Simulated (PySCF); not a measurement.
## One molecule, a ladder of functionals, a line

Molecule: `C1CCOCC1`, C₅H₁₀O.

Bonds (- single, = double, # triple, : aromatic): C1-C2, C2-C3, C3-O4, O4-C5, C5-C6, C6-C1. C1 carries H7, H8; C2 carries H9, H10; C3 carries H11, H12; C5 carries H13, H14; C6 carries H15, H16.

GIAO shieldings (ppm, equivalent atoms averaged) in PySCF on the PBE0-D3(BJ)/def2-SVP geometry, basis pcSseg-1, gas phase, non-relativistic:

| functional | exact exchange (%) | σ(C3/C5) | σ(O4) |
| --- | --- | --- | --- |
| BLYP | 0 | 101.0 | 259.2 |
| BP86 | 0 | 106.9 | 269.0 |
| PBE | 0 | 107.3 | 266.5 |
| B3LYP | 20 | 107.8 | 275.9 |
| PBE0 | 25 | 115.1 | 285.6 |
| mPW1PW91 | 25 | 114.3 | 285.6 |
| HF | 100 | 129.4 | 319.2 |

Question: Fit each shielding as a line in the percentage of exact exchange.

Answer: σ(C3/C5) = 105.7 + 0.25 x (rms 2.7 ppm); σ(O4) = 266.9 + 0.54 x (rms 4.2 ppm). The functionals also differ in their semilocal parts, which the line can't hold; Hartree–Fock has no correlation at all.

Question: What does the line predict for BHandHLYP (50 %), and what does the run give?

Answer: σ(C3/C5): 118.2 predicted, 116.4 computed; σ(O4): 293.9 predicted, 294.5 computed ppm.
